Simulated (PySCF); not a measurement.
Bonds (- single, = double, # triple, : aromatic): C1-C2, C2-C3, C2-C4, C2-S5. C1 carries H6, H7, H8; C3 carries H9, H10, H11; C4 carries H12, H13, H14; S5 carries H15.

GIAO shifts from PySCF 2.14 on PBE0-D3(BJ)/def2-SVP geometries (one conformer, non-relativistic, equivalent nuclei averaged), against TMS at the same level and in the same medium; PCM means IEF-PCM chloroform.

Measured (solution, not stated per compound (mostly CDCl3 or CCl4); Pretsch, Buehlmann, Badertscher, Structure Determination of Organic Compounds, 4th ed. (2009)): C2 41.1, C1/C3/C4 35.0, H6/H7/H8/H9/H10/H11/H12/H13/H14 1.43 ppm.

Problem. Which unscaled values do PBE0/pcSseg-1, gas; PBE0/pcSseg-1, PCM; WP04/pcSseg-1, PCM; wB97X-D/pcSseg-1, PCM give, and how close are they?

Solution. 
```
                          atoms  measured  PBE0/pcSseg-1, gas  PBE0/pcSseg-1, PCM  WP04/pcSseg-1, PCM  wB97X-D/pcSseg-1, PCM
                             C2      41.1                44.3                46.2                52.3                   44.9
                       C1/C3/C4      35.0                36.1                36.3                35.3                   36.3
H6/H7/H8/H9/H10/H11/H12/H13/H14      1.43                1.37                1.40                1.33                   1.38
```

Mean absolute error for ¹³C: PBE0/pcSseg-1, gas 2.1, PBE0/pcSseg-1, PCM 3.2, WP04/pcSseg-1, PCM 5.7, wB97X-D/pcSseg-1, PCM 2.5 ppm.

Mean absolute error for ¹H: PBE0/pcSseg-1, gas 0.06, PBE0/pcSseg-1, PCM 0.03, WP04/pcSseg-1, PCM 0.10, wB97X-D/pcSseg-1, PCM 0.05 ppm.
